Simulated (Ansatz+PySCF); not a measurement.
## singlet CH₃F: levels of theory in one basis

```yaml
atoms:
  - { symbol: C, position_ang: [0.0000, 0.0000, -0.6187] }
  - { symbol: F, position_ang: [0.0000, 0.0000, 2.1081] }
  - { symbol: H, position_ang: [0.0000, -1.0360, -0.9966] }
  - { symbol: H, position_ang: [-0.8972, 0.5180, -0.9966] }
  - { symbol: H, position_ang: [0.8972, 0.5180, -0.9966] }
```

Basis set: STO-3G (spherical functions). Frozen core: 2 orbitals. Charge 0, multiplicity 1.

Computed with Ansatz (development build ahead of 0.2.0); each method stands on the lowest determinant of its kind that the runs found. NEVPT2 correlates all electrons. Active spaces start from the frontier orbitals, and the lowest solution found is given.

| method | E − E(RHF) (eV) | <S²> of the determinant |
| --- | --- | --- |
| RHF | 0.00 | 0.00 |
| UHF | -6.96 | 1.00 |
| RHF-MP2 | -6.30 | – |
| UHF-MP2 | -8.07 | 1.00 |
| RHF-CCSD | -8.62 | – |
| RHF-CCSD(T) | -8.73 | – |
| UHF-CCSD(T) | -8.63 | 1.00 |
| CASSCF(2,2) | -6.98 | – |
| SC-NEVPT2(2,2) | -8.13 | – |

Question: What does full CI (lowest root of this spin) give on the same scale?

Answer: -8.68 eV.

At such a shape the full CI root can have another spatial symmetry than the determinants, so the rows needn't describe one state.

Question: Is a single determinant a sound starting point here?

Answer: It is doubtful. Unrestricted orbitals lower Hartree–Fock by 6.96 eV and <S²> is 1.00 where a pure state has 0.00, a sign of strong static correlation. The CASSCF(2,2) natural occupations are 1.18, 0.82.

Caution for RHF, RHF-MP2, RHF-CCSD, RHF-CCSD(T): an unrestricted determinant lies well below. Caution for UHF, UHF-MP2, UHF-CCSD(T): the unrestricted determinant is a mixture of spin states. Caution for RHF-MP2, RHF-CCSD: large amplitudes, a single reference is doubtful. Caution for UHF-MP2, UHF-CCSD(T): bonds are stretched, where a single reference can fail; a plain start can end on a higher determinant. Caution for RHF-CCSD(T): very large amplitudes, the method is breaking down; the amplitudes may be one of several solutions. Caution for UHF-CCSD(T): another reference gives a lower total.
